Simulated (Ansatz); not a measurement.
# P2 (triplet): wB97M-V, HSE06 over a scan of the distance P1–P2, 6-31G

How well do these functionals follow the top wave-function level for P2 (triplet) over a scan of the distance P1–P2?

Program: Ansatz 0.2.0, Gaussian basis. Level of theory: 6-31G, all electrons in the functionals. These are calculated values, not measurements.

To be run: wB97M-V, HSE06, at 1.614 Å; 1.867 Å; 2.056 Å; 2.302 Å; 2.470 Å; 2.891 Å; 3.314 Å; 3.712 Å; 4.598 Å; 5.496 Å; 7.138 Å.

33 further runs of the same task are left out: 10 for a known fault of the program, 23 that didn't finish.

## Step 1: The geometry

The geometry derives from a PBE0/def2-TZVP stationary point (not a proven minimum). One bond is set to the value named and the two fragments are kept rigid.

2 atoms, charge 0, spin multiplicity 3.

Atoms are counted from 1 here; the program's logs count them from 0.

Bond lengths: P1–P2 2.056 Å.

No dispersion term is added; wB97M-V holds VV10 nonlocal correlation. HSE06 is the plane-wave form.

The geometry shown and the zero of energy belong to the point 2.056 Å. The yardstick, FCI, and other wave-function levels (R restricted, U unrestricted, valence and pair active spaces) come from earlier runs.

## Step 2: wB97M-V, 1.614 Å

in.yaml reads:

```yaml
crystal:
  periodic: [false, false, false]
  atoms:
    - {symbol: P, position_ang: [0.000000, 0.000000, 0.000000]}
    - {symbol: P, position_ang: [0.000000, 0.000000, 1.614000]}
basis:
  gaussian: {orbitals: 6-31G}
magnetization: {spin_polarized: true, initial_magnetization: 2}
hamiltonian: {xc: {name: wB97M-V}}
output: {forces: true, orbitals: {seedname: orbitals}}
```

On the command line:

```console
ansatz run in.yaml --threads 1 --pin off --events-out ev --progress --plain --max-ram 2393MiB
```

The runs that follow: wB97M-V, 1.867 Å; wB97M-V, 2.056 Å; wB97M-V, 2.302 Å; wB97M-V, 2.470 Å; wB97M-V, 2.891 Å; wB97M-V, 3.314 Å; wB97M-V, 3.712 Å; wB97M-V, 4.598 Å; wB97M-V, 5.496 Å; wB97M-V, 7.138 Å; HSE06, 1.614 Å; HSE06, 1.867 Å; HSE06, 2.056 Å; HSE06, 2.302 Å; HSE06, 2.470 Å; HSE06, 2.891 Å; HSE06, 3.314 Å; HSE06, 3.712 Å; HSE06, 4.598 Å; HSE06, 5.496 Å; HSE06, 7.138 Å.

Q: Predict the results of all the runs planned. Wanted: span of the FCI curve; largest miss, wB97M-V; largest miss, HSE06.

The runs gave:

```
             quantity                     value
span of the FCI curve            152.6 kcal/mol
largest miss, wB97M-V  +31.6 kcal/mol (7.138 Å)
  largest miss, HSE06  +30.5 kcal/mol (7.138 Å)
```

Of the functionals, HSE06 keep the smallest largest miss at the points compared (at most 30.5 kcal/mol) and wB97M-V strays most (31.6 kcal/mol, at 7.138 Å). wB97M-V, HSE06 clearly break the spin symmetry at some points (⟨S²⟩ up to 2.00 above the pure value), so energy there is bought with a mixed spin. Functionals and the yardstick converge differently with the basis, so part of each miss in 6-31G is the basis.
